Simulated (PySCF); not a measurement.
## SMILES C=COC1CC1, C$_{5}$H$_{8}$O

Geometry:
| atom | x (Å) | y (Å) | z (Å) |
| --- | --- | --- | --- |
| C1 | 2.523 | 1.589 | 0.728 |
| C2 | 1.308 | 1.134 | 0.988 |
| O3 | 0.496 | 0.645 | 0.022 |
| C4 | -0.794 | 0.257 | 0.394 |
| C5 | -1.937 | 0.681 | -0.480 |
| C6 | -1.481 | -0.752 | -0.473 |
| H7 | 3.150 | 1.958 | 1.516 |
| H8 | 2.912 | 1.598 | -0.273 |
| H9 | 0.906 | 1.121 | 1.998 |
| H10 | -0.950 | 0.214 | 1.469 |
| H11 | -1.698 | 1.275 | -1.347 |
| H12 | -2.876 | 0.931 | -0.012 |
| H13 | -0.937 | -1.105 | -1.334 |
| H14 | -2.105 | -1.495 | -0.002 |

The calculation used GIAO B3LYP/pcSseg-1 magnetisability, rotational g tensor and spin-rotation constants, non-relativistic, gas phase in PySCF. Geometry: GFN2-xTB, dihedral held. The dihedral C5–C4–O3–C2 is held at 135°.

**Question.** Give the nuclear spin-rotation constants along the inertial axes (H = +C I·J) beside the isotropic shieldings.

**Answer.** Rotational constants 14.0775, 1.8019, 1.7717 GHz. A star marks the isotopologue with that one atom substituted, in its own axes.
```csv
atom,isotope,Caa (kHz),Cbb (kHz),Ccc (kHz),mean (kHz),σ (ppm)
H7,1H,0.397,-0.211,-0.108,0.026,27.8
H8,1H,-1.460,-0.194,0.123,-0.510,27.4
H9,1H,-1.325,-0.190,0.154,-0.454,25.4
H10,1H,-1.323,-0.207,0.068,-0.488,28.6
H11,1H,-1.541,-0.176,-0.009,-0.576,31.1
H12,1H,-1.025,-0.109,-0.149,-0.428,31.4
H13,1H,-1.542,-0.115,-0.069,-0.575,31.1
H14,1H,-0.868,-0.162,-0.115,-0.382,31.3
C1,13C*,4.253,0.271,0.578,1.701,90.2
C2,13C*,5.017,0.481,0.835,2.111,21.1
O3,17O*,-3.078,-0.238,-0.277,-1.198,191.2
C4,13C*,2.740,0.449,0.348,1.179,120.9
C5,13C*,1.598,0.338,0.168,0.701,174.4
```
For the geometry as given, no vibrational averaging.
